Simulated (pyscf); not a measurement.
`[SiH3][Si]([SiH3])=[Ge]([SiH3])[SiH3]` + `[SiH3][SiH3]` → `[SiH3][SiH2][Ge]([SiH3])([SiH3])[SiH]([SiH3])[SiH3]`, an addition across a multiple bond or ene-type step (singlet surface; H–Si broken, H–Si, Ge–Si formed). Optimised with ωB97X-D3(BJ)/def2-SVP in PySCF. Energies in kcal/mol from the separated reactants.

Small-basis levels: PySCF, no dispersion term, spherical d functions. 

Task: In single points HF/6-31G*+LANL2DZ puts the saddle at 45.6 kcal/mol and the reaction energy at -33.3 kcal/mol. Should these be trusted to within a few kcal/mol? Compare with ωB97M-D3(BJ)/def2-TZVP.

Result: ωB97M-D3(BJ)/def2-TZVP gives ΔE‡ = 10.6 kcal/mol and ΔE = -43.5 kcal/mol. HF/6-31G*+LANL2DZ lies 35.0 kcal/mol over it in the barrier and 10.2 kcal/mol over it in the reaction energy, so on this step it does not hold to within 3.0 kcal/mol. ωB97M-D3(BJ)/def2-TZVP has limits of its own. On the reactant side the descent ends in a complex (not fully relaxed), 7.7 kcal/mol under the separated species and 15.8 kcal/mol under the saddle at ωB97X-D3(BJ)/def2-TZVP. At the saddle there is also a short Si–Si contact that neither side keeps. At ωB97X-D3(BJ)/def2-TZVP the barrier from the zero used here is 8.1 kcal/mol. One saddle was located; it need not be the lowest between these sides. In the def2 sets elements up to Kr have no core potential.
